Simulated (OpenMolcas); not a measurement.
# CCSD(T)/ANO-S-VDZP run of C2F2 (SMILES FC#CF)

What is the vertical singlet–triplet gap of C2F2 at CCSD(T)/ANO-S-VDZP? 

The calculation is run with OpenMolcas 26.06.

3 further runs of the same task are left out: 1 for a known fault of the program, 1 that didn't finish, 1 set aside as unsound or not needed.

## (1) The system as given

C2F2 has 4 atoms, charge 0, and is taken as a singlet. SMILES: `FC#CF`. The shape is that of a PBE0-D4/def2-TZVP optimisation.

Bond lengths: F1–C2 1.277 Å, C2–C3 1.184 Å, C3–F4 1.277 Å. Angles: F1–C2–C3 180.0°, C2–C3–F4 180.0°.

## (2) A single-point energy at CCSD(T)/ANO-S-VDZP

File job.input:

```
* C2F2 CCSD(T)
>>> EXPORT MOLCAS_PRINT=2

&GATEWAY
  Coord
  4
  angstrom
  F       -0.136400       0.128000       1.852800
  C       -0.033700       0.030200       0.583200
  C        0.061400      -0.060400      -0.593400
  F        0.164100      -0.158200      -1.863000
  Basis
  ANO-S-VDZP
  Group
  NoSym

&SEWARD

&SCF
  PrOrbitals
  1 1

&RASSCF
  FileOrb
  $Project.ScfOrb
  Spin
  1
  Nactel
  0 0 0
  Inactive
  15
  Ras2
  0
  OutOrbitals
  Canonical
  OrbListing
  Nothing

&MOTRA
  JobIph
  Frozen
  4

&CCSDT
  CCT
  Triples
  2
  Iterations
  50
  Extrapolation
  5 4
```

Launch:

```console
export MOLCAS_MEM=1860
pymolcas job.input > job.log
```

The program printed (excerpt; [...] marks lines left out):

```text
--- Start Module: gateway ---
[...]
--- Stop Module: gateway /rc=_RC_ALL_IS_WELL_ ---
[...]
      Basis functions           56
[...]
       Convergence after  10 Iterations
[...]
::    Total SCF energy                               -274.5208857824
[...]
      Total spin, S                                     0.0000000000
[...]
      Number of active orbitals                  0
[...]
      Spin quantum number                      0.0
[...]
      Active orbitals                            0
[...]
      Number of CSFs                             1
[...]
      Number of root(s) required                 1
[...]
      Convergence after  4 iterations
[...]
      Natural orbitals and occupation numbers for root  1
      ************************************************************************************************************************
      *                                                    Final results                                                     *
      ************************************************************************************************************************
[...]
::    RASSCF root number  1 Total energy:   -274.52088578
[...]
      Total electronic charge=   30.000000
      Total            charge=   -0.000000
[...]
      Dipole Moment (debye):
      Origin of the operator (angstrom)=    0.0139   -0.0151   -0.0051
                   X= -8.4657E-15               Y=  2.8219E-14               Z=  1.6931E-13           Total=  1.7186E-13
      Quadrupole Moment (debye*angstrom):
[...]
--- Start Module: motra ---
[...]
      *** WARNING: Default frozen orbitals is overwritten by user input.
      *** Default values:   4
[...]
--- Stop Module: motra /rc=_RC_ALL_IS_WELL_ ---
--- Start Module: ccsdt ---
[...]
      Convergence after                    15  Iterations
      Total energy (diff) :    -275.14943724       0.00000004
[...]
 METHOD                       : CCSD+T(CCSD)+<T3(1)WT1> = CCSD(T)
[...]
       CCSD     =      -275.1494372397585
[...]
--- Stop Module: ccsdt /rc=_RC_ALL_IS_WELL_ ---
[...]
```

Run time: 11 s. Hardware: 1 thread of Arm Neoverse V2, shared host; peak memory 0.39 GiB.

## (3) The triplet at the same level

File job.inp:

```
* C2F2 CCSD(T)

&GATEWAY
  Coord
  4
  angstrom
  F       -0.136400       0.128000       1.852800
  C       -0.033700       0.030200       0.583200
  C        0.061400      -0.060400      -0.593400
  F        0.164100      -0.158200      -1.863000
  Basis = ANO-S-VDZP
  Group = NoSym

&SEWARD

&SCF
  UHF
  Spin = 3
  PrOrbitals = 1 1

&RASSCF
  FileOrb = $Project.UnaOrb
  Spin = 3
  Nactel = 2 0 0
  Inactive = 14
  Ras2 = 2
  OutOrbitals = Canonical
  OrbListing = Nothing

&MOTRA
  JobIph
  Frozen = 4

&CCSDT
  CCT
  Triples = 3
  Iterations = 50
  Extrapolation = 5 4
```

Launch:

```console
export MOLCAS_MEM=1860
pymolcas job.inp > job.log
```

The program printed (excerpt; [...] marks lines left out):

```text
--- Start Module: gateway ---
[...]
--- Stop Module: gateway /rc=_RC_ALL_IS_WELL_ ---
[...]
      Basis functions           56
[...]
       Convergence after  16 Iterations
[...]
::    Total SCF energy                               -274.2672218413
[...]
      Total spin, S                                     1.0040865653
[...]
      Number of active orbitals                  2
[...]
      Spin quantum number                      1.0
[...]
      Active orbitals                            2
[...]
      Number of CSFs                             1
[...]
      Number of root(s) required                 1
[...]
      Convergence after 10 iterations
[...]
      printout of CI-coefficients larger than  0.05 for root  1
      energy=    -274.261104
      conf/sym  11     Coeff  Weight
             1  uu   1.00000 1.00000
      Natural orbitals and occupation numbers for root  1
      sym 1:   1.000000   1.000000
      ************************************************************************************************************************
      *                                                    Final results                                                     *
[...]
::    RASSCF root number  1 Total energy:   -274.26110442
[...]
      Total electronic charge=   30.000000
      Total            charge=   -0.000000
[...]
      Dipole Moment (debye):
      Origin of the operator (angstrom)=    0.0139   -0.0151   -0.0051
                   X=  1.6975E-08               Y=  2.9929E-08               Z= -3.0471E-08           Total=  4.5961E-08
      Quadrupole Moment (debye*angstrom):
[...]
--- Start Module: motra ---
[...]
      *** WARNING: Default frozen orbitals is overwritten by user input.
      *** Default values:   4
[...]
--- Stop Module: motra /rc=_RC_ALL_IS_WELL_ ---
--- Start Module: ccsdt ---
[...]
      Convergence after                    13  Iterations
      Total energy (diff) :    -274.89791556       0.00000003
[...]
 METHOD                       : CCSD+T(CCSD)+<T3(1)WT1>+<T3(1)UT2> = CCSD(T)
[...]
       CCSD     =      -274.8979155590496
[...]
--- Stop Module: ccsdt /rc=_RC_ALL_IS_WELL_ ---
[...]
```

Run time: 11 s. Hardware: 1 thread of Arm Neoverse V2, shared host; peak memory 0.39 GiB.

## (4) Results

Level: CCSD(T)/ANO-S-VDZP, 4 core orbitals frozen.

| quantity | value |
| --- | --- |
| singlet: total energy | -275.16771 Eh |
| singlet: dipole moment (mean-field density) | 0.00 D |
| singlet: HOMO energy (Hartree–Fock orbitals) | -11.78 eV |
| singlet: LUMO energy (Hartree–Fock orbitals) | 3.95 eV |
| singlet: HOMO–LUMO gap (Hartree–Fock orbitals) | 15.73 eV |
| singlet: correlation energy (4 core orbitals frozen) | -646.8 mEh |
| singlet: (T) correction | -18.28 mEh |
| triplet: total energy | -274.92051 Eh |
| triplet: (T) correction | -22.59 mEh |
| vertical energy of the triplet above the singlet | 6.727 eV |

At this shape the triplet lies 6.73 eV (649 kJ/mol) above the singlet. Mulliken charges (singlet) of the mean-field density run from -0.19 on F1 to +0.19 on C2; they depend strongly on the basis. The triples (singlet) make up 2.8 % of the correlation energy.
